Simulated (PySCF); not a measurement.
## Nuclear quadrupole coupling in (E)-2-butenenitrile

(E)-2-butenenitrile, C4H5N.
Structure used (PBE0-D3(BJ)/def2-SVP), in Å, numbered top down from 1:
```
atom  x, y, z in Å
C1    -1.3028    0.1009    0.8013
C2    -0.1494   -0.4031    0.0123
C3     0.8658    0.3587   -0.4263
C4     1.9552   -0.1672   -1.1818
N5     2.8466   -0.5832   -1.7968
H6    -2.2498   -0.0930    0.2706
H7    -1.2282    1.1793    0.9997
H8    -1.3746   -0.4292    1.7655
H9    -0.1342   -1.4733   -0.2248
H10    0.8960    1.4333   -0.2154
```

Field gradients from the PBE0/pcSseg-1 density (PySCF, non-relativistic), principal values in atomic units, ordered |Vxx| ≤ |Vyy| ≤ |Vzz|:

| atom | Vxx | Vyy | Vzz |
| --- | --- | --- | --- |
| N5 | 0.4199 | 0.5114 | -0.9312 |

Find the asymmetry η = (Vxx − Vyy)/Vzz and the couplings χ = eQV/h (234.96 MHz × Q in barn × V in au), with Q(14N) = 0.02044 b.

```
atom       environment  nucleus     η  χzz (MHz)  χxx (MHz)  χyy (MHz)
  N5  nitrile nitrogen      14N  0.10     -4.472      2.016      2.456
```

What is Vzz at N5 in SI units (1 au = 9.71736 × 10²¹ V/m²)?

-0.9312 au = -9.049 × 10²¹ V/m².

Were the hydrogens deuterons (Q(2H) = 0.00286 b), χzz would run from 193 kHz (H6 and H8) to 200 kHz (H10).

Geometry: PBE0-D3(BJ)/def2-SVP; no solvent, vibrations or thermal averaging. With so small a basis the couplings can be 20 % off.
